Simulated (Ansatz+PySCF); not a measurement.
# singlet Na₂: levels of theory in one basis

```yaml
atoms:
  - { symbol: Na, position_ang: [0.0000, 0.0000, -1.4377] }
  - { symbol: Na, position_ang: [0.0000, 0.0000, 1.4377] }
```

Basis set: def2-SVP (spherical functions). Correlated methods keep 2 orbitals frozen. Charge 0, multiplicity 1.

Computed with Ansatz (development build ahead of 0.2.0); each method stands on the lowest determinant of its kind that the runs found. NEVPT2 correlates all electrons. Active spaces start from the frontier orbitals, and the lowest solution found is given.

| method | E − E(RHF) (eV) | <S²> of the determinant |
| --- | --- | --- |
| RHF | 0.00 | 0.00 |
| UHF | -0.03 | 0.29 |
| RHF-MP2 | -0.51 | – |
| UHF-MP2 | -0.41 | 0.29 |
| RHF-CCSD | -0.76 | – |
| RHF-CCSD(T) | -0.76 | – |
| SC-NEVPT2(2,2) | -0.50 | – |

What does CASSCF(2,2) give on the same scale?

-0.26 eV.

Is a single determinant a sound starting point here?

Only with care. Unrestricted orbitals gain 0.03 eV and <S²> is 0.29 against 0.00 for a pure state, so spin symmetry breaks but gains little energy; restricted orbitals can still serve. The CASSCF(2,2) natural occupations are 1.89, 0.11.

Caution for UHF, UHF-MP2: the unrestricted determinant is spin contaminated; the determinant breaks the point group. Caution for UHF-MP2: another reference gives a lower total.
